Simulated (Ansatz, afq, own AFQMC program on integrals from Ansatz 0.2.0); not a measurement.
Integrals from Ansatz 0.2.0, then the random walk in our own AFQMC program (afq).

```yaml
crystal:
  periodic: [false, false, false]
  atoms:
    - {symbol: H, position_ang: [0.000000, 0.000000, -1.030333]}
    - {symbol: H, position_ang: [0.000000, 0.000000, -0.075333]}
    - {symbol: F, position_ang: [0.000000, 0.000000, 1.105667]}
basis:
  gaussian: {orbitals: cc-pVTZ}
magnetization: {spin_polarized: true, initial_magnetization: 1}
correlation: {method: ccsd_t, electrons: outside_noble_gas, hamiltonian_folder: ham}
```

```sh
$ ansatz run in.yaml --threads 1 --pin off --events-out ev --progress --plain --max-ram 24576MiB --backend cuda --devices 0, --max-vram 18GiB
```

afq runs on the folder ham with

```
--method phaseless --trial cisd --walkers 4000 --populations 20 --least-time 60 --time-step 0.005 --steps-per-block 50 --equilibration-blocks 28 --max-blocks 4000 --target-error 0.00018 --factor-cut 1e-05 --start spin_pure --seed 7425 --release-times 0.24,0.51,0.99,1.62,2.4 --release-step 0.03 --release-every 3 --taylor-order 6
```

Times are imaginary, in 1/Eh. The walk had a cap of 192 s. With eight or more populations the least sampling time is a fifth of least-time, and the error comes from their spread.

afq prints:

```
orbitals 57  electrons 5 4  factors 341 of 342
reference energy -100.50476187 Eh
CCSD correlation -0.28693215 Eh in 12 cycles, weight of the determinant in the CISD state 0.9255
energy of the start -100.788937 Eh
 block  time / (1/Eh)  mean weight  energy / Eh
     1     0.250  0.9999  -100.792476
     2     0.500  1.0000  -100.795394
     3     0.750  0.9988  -100.797098
     4     1.000  0.9997  -100.798006
     5     1.250  1.0000  -100.797794
    10     2.500  0.9999  -100.799124
    15     3.750  0.9995  -100.799208
    20     5.000  1.0002  -100.799311
    25     6.250  1.0002  -100.798442
    30     7.500  1.0002  -100.798923
    33     8.250  1.0002  -100.800396
    35     8.750  1.0002  -100.798940
    40    10.000  0.9993  -100.799362
    45    11.250  1.0003  -100.799423
    50    12.500  1.0003  -100.798648
    51    12.750  0.9999  -100.798027
    55    13.750  1.0000  -100.798389
    60    15.000  0.9998  -100.799294
    65    16.250  1.0003  -100.799178
    70    17.500  1.0000  -100.799497
    75    18.750  0.9996  -100.798801
    78    19.500  1.0004  -100.798216
error from the spread of 20 populations
released: time / (1/Eh)  energy / Eh  error  mean overlap
  0.24  -100.799355  0.000116  0.9944
  0.51  -100.799341  0.000132  0.9906
  0.99  -100.799370  0.000114  0.9831
  1.62  -100.799562  0.000154  0.9783
  2.40  -100.799551  0.000198  0.9624
energy -100.799064 +/- 0.000115 Eh
(rows thinned)
```

The run passed its tests (sampling time, drift between the halves within three errors, error under three times the target), which doesn't prove that it has relaxed.

Against this walk (error 3.1 meV) on the same determinant: CCSD(T) 2.8 meV higher (within the noise), CCSDT(Q) 17.4 meV lower. The error is statistical and leaves out the bias of the constraint. Released to 2.40 1/Eh the energy lies 13 ± 6 meV (both errors) below the phaseless value, which shows part or all of the bias of the constraint, and CCSDT(Q) lies 4.2 meV below the released value.

Cautions: constraint bias not in the error; unrestricted determinant slightly spin contaminated (⟨S²⟩ 0.81 against 0.75).

The walk took 61 s on 1 × NVIDIA H100 80GB HBM3 with 2 threads of AMD EPYC 7R13 Processor (Zen 3), on a shared host (the card was shared). The log's last line is the phaseless energy.

CCSDT and higher add their correlation energy to the determinant of the CCSD(T) run, since their own runs factorise the integrals more tightly (a shift of under 2 meV). A walk keeps the symmetry of its determinant, which the program's search chose and which needn't be the lowest solution, so a lower state of the same spin and another symmetry isn't excluded.
